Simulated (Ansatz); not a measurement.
Geometry optimisation, RKS PBE/cc-pVDZ in Ansatz 0.2.0.

Input:

```yaml
crystal:
  periodic: [false, false, false]
  atoms:
    - { symbol: C, position_ang: [-0.59001, 0.71454, -0.56447] }
    - { symbol: Si, position_ang: [0.83587, -0.56451, -0.47073] }
    - { symbol: Mg, position_ang: [0.3171, -1.03515, 1.90592] }
    - { symbol: H, position_ang: [-1.55153, 0.23079, -0.36806] }
    - { symbol: H, position_ang: [-0.66351, 1.20939, -1.52993] }
    - { symbol: H, position_ang: [-0.45589, 1.49041, 0.19548] }
    - { symbol: H, position_ang: [2.03548, 0.19921, -0.9194] }
    - { symbol: H, position_ang: [0.58753, -1.46575, -1.6293] }
    - { symbol: H, position_ang: [0.70492, -1.17815, 3.56773] }
basis:
  gaussian: { orbitals: cc-pVDZ }
hamiltonian:
  xc: pbe
relax:
  f_tol: 0.015
  max_steps: 40
```

Launched with:

```bash
$ ansatz run input.yaml --threads 1 --pin off --max-ram 2048MiB --backend cpu --events-out ev --progress --plain --runs-dir out
```

Problem. Where does it end, and by what steps?

Solution. The run converged. After 8 steps the energy has fallen by 0.426 eV; H9 moved furthest, 0.61 Å.

```csv
step,energy less start (eV),largest force component (eV/Å),accepted
0,0.0000,0.671,yes
1,-0.2561,0.428,yes
2,-0.3528,0.145,yes
3,-0.3904,0.101,yes
4,-0.4020,0.170,yes
5,-0.4194,0.151,yes
6,-0.4239,0.118,yes
7,-0.4256,0.046,yes
8,-0.4260,0.012,yes
```

```xyz
9
Properties=species:S:1:pos:R:3
C -0.697 0.872 -0.771
Si 0.684 -0.393 -0.336
Mg 0.785 -1.193 2.135
H -1.703 0.452 -0.566
H -0.648 1.143 -1.845
H -0.587 1.801 -0.176
H 2.010 0.226 -0.754
H 0.518 -1.579 -1.276
H 0.859 -1.730 3.777
```

Time of the run: 26 s on 1 thread of Arm Neoverse V1, with other jobs on the host, peak memory 0.12 GiB.
